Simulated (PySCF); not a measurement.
Level sweep

C₂H₆O.
Numbering: `[CH3:1][O:2][CH3:3]` (hydrogens: H4, H5, H6 on C1; H7, H8, H9 on C3)

Structure used (PBE0-D3(BJ)/def2-SVP), in Å, numbered top down from 1:
```xyz
9
C2H6O angstrom
C     -0.212   -0.364    1.130
O      0.797   -0.045    0.228
C      0.314    0.358   -1.012
H     -0.848   -1.199    0.770
H     -0.879    0.499    1.335
H      0.259   -0.669    2.075
H     -0.288   -0.433   -1.504
H      1.176    0.587   -1.655
H     -0.319    1.266   -0.940
```

PySCF, dipoles from the SCF density, polarisabilities from static response with core orbitals frozen. Isolated species at its PBE0-D3(BJ)/def2-SVP geometry, gas phase.

Reference dipole: 1.302 D (measured, gas; NIST CCCBDB Release 22 (SRD 101), experimental dipoles). Reference dipole: 1.300 D (measured, unstated (gas or solution; conformer average); Muller, Mokrushina, Arlt, J. Chem. Eng. Data 57 (2012) 1231, supporting information). Reference polarisability: 5.160 Å³ (measured, gas; NIST CCCBDB Release 22 (SRD 101), experimental polarizabilities). Errors are taken against the first value of each kind. The anisotropy is √(½[(α1 − α2)² + (α2 − α3)² + (α3 − α1)²]).

```csv
level,μ (D),error (%),α (au),error (%),anisotropy (au)
PBE0/def2-SVPD,1.237,-5.0,33.26,-4.5,6.83
BHandHLYP/def2-SVPD,1.335,+2.6,32.21,-7.5,6.50
CAM-B3LYP/def2-SVPD,1.306,+0.3,33.16,-4.8,6.50
wB97X-D/def2-SVPD,1.279,-1.8,33.00,-5.2,6.41
LC-wPBE/def2-SVPD,1.337,+2.7,32.25,-7.4,6.24
PBE0/6-31G*,1.224,-6.0,26.51,-23.9,6.12
PBE0/6-31+G*,1.365,+4.8,29.56,-15.1,5.43
PBE0/def2-SVP,1.247,-4.2,27.37,-21.4,6.53
PBE0/aug-cc-pVDZ,1.171,-10.1,34.20,-1.8,7.22
PBE0/def2-TZVP,1.159,-11.0,31.55,-9.4,6.27
PBE0/def2-TZVPD,1.168,-10.3,34.15,-1.9,7.12
PBE0/aug-cc-pVTZ,1.165,-10.6,34.40,-1.2,7.14
```

For the dipole, the smallest error is 0.3% (CAM-B3LYP/def2-SVPD) and the largest 11.0% (PBE0/def2-TZVP). For the polarisability, the smallest error is 1.2% (PBE0/aug-cc-pVTZ) and the largest 23.9% (PBE0/6-31G*). The dipole runs from 1.16 D (PBE0/def2-TZVP) to 1.36 D (PBE0/6-31+G*). In one basis (def2-SVPD) the functionals order the polarisability from BHandHLYP (lowest) to PBE0 (highest), a spread of 3%. With PBE0 the polarisability is 28.48 au without diffuse functions (mean of 6-31G*, def2-SVP and def2-TZVP) and 33.12 au with them (mean of 6-31+G*, def2-SVPD, aug-cc-pVDZ, def2-TZVPD and aug-cc-pVTZ). Measured values can belong to vibrating molecules and may average over conformers; the computed ones are for one fixed geometry.
